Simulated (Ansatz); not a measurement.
# CH₅BO: one structure at several levels

The task here is to estimate one member of a computed series from the others.

Program: Ansatz 0.2.0, Gaussian basis. Level of theory: single points in def2-TZVPP. These are calculated values, not measurements.

Cores are frozen in the correlated methods. B3LYP uses VWN-RPA correlation.

**The starting structure**

SMILES `BOC`, 8 atoms, charge 0, spin multiplicity 1.

Atoms are counted from 1 here; the program's logs count them from 0.

Bond lengths: B1–O2 1.351 Å, B1–H4 1.188 Å, B1–H5 1.202 Å, O2–C3 1.386 Å, C3–H6 1.139 Å, C3–H7 1.076 Å, C3–H8 1.053 Å. Angles: O2–B1–H4 120.2°, O2–B1–H5 115.0°, H4–B1–H5 124.7°, B1–O2–C3 130.1°, O2–C3–H6 113.3°, O2–C3–H7 115.5°, O2–C3–H8 109.7°, H6–C3–H7 105.4°, H6–C3–H8 102.4°, H7–C3–H8 109.8°.

As a file:

```
B    -0.6554    0.8747   -0.8299
O     0.4756    0.4363   -0.2352
C     0.6703   -0.6149    0.6473
H    -1.6977    0.3605   -0.5847
H    -0.4976    1.7522   -1.6354
H    -0.2950   -1.1469    0.9331
H     1.3326   -1.3905    0.3052
H     1.0057   -0.2433    1.5738
```

Set-up of the first run:

Input file run/in.yaml:

```yaml
crystal:
  periodic: [false, false, false]
  atoms:
    - {symbol: B, position_ang: [-0.655400, 0.874700, -0.829900]}
    - {symbol: O, position_ang: [0.475600, 0.436300, -0.235200]}
    - {symbol: C, position_ang: [0.670300, -0.614900, 0.647300]}
    - {symbol: H, position_ang: [-1.697700, 0.360500, -0.584700]}
    - {symbol: H, position_ang: [-0.497600, 1.752200, -1.635400]}
    - {symbol: H, position_ang: [-0.295000, -1.146900, 0.933100]}
    - {symbol: H, position_ang: [1.332600, -1.390500, 0.305200]}
    - {symbol: H, position_ang: [1.005700, -0.243300, 1.573800]}
basis:
  gaussian: {orbitals: def2-TZVPP}
correlation: {method: ccsd_t}
output: {forces: true}
```

The command line of these runs was not kept.

Steps of the session up to this table: CCSD(T)/def2-TZVPP; PBE0-D4/def2-TZVPP; wB97M-V/def2-TZVPP; r2SCAN-D4/def2-TZVPP; PBE-D4/def2-TZVPP; B3LYP-D4/def2-TZVPP; r2SCAN0-D4/def2-TZVPP.

One table of the session follows, with a row left open; its other results are not shown here.

| method | RMS force component (eV/Å) | angle to CCSD(T) forces (°) | dipole (D) |
| --- | --- | --- | --- |
| CCSD(T) | 0.825 | reference | 1.58 |
| PBE0-D4 | 0.789 | 11.6 | 1.57 |
| wB97M-V | 0.801 | 5.8 | 1.58 |
| r2SCAN-D4 | 0.801 | 5.8 | 1.58 |
| PBE-D4 | 0.805 | 9.9 | 1.63 |
| B3LYP-D4 | 0.794 | 6.6 | 1.58 |
| r2SCAN0-D4 | ? | ? | ? |

**Question.** Estimate the row for r2SCAN0-D4.

**Answer.** RMS force component (eV/Å): 0.793; angle to CCSD(T) forces (°): 12.7; dipole (D): 1.55. In the column «RMS force component (eV/Å)» it lies between PBE0-D4 (0.789) and B3LYP-D4 (0.794).
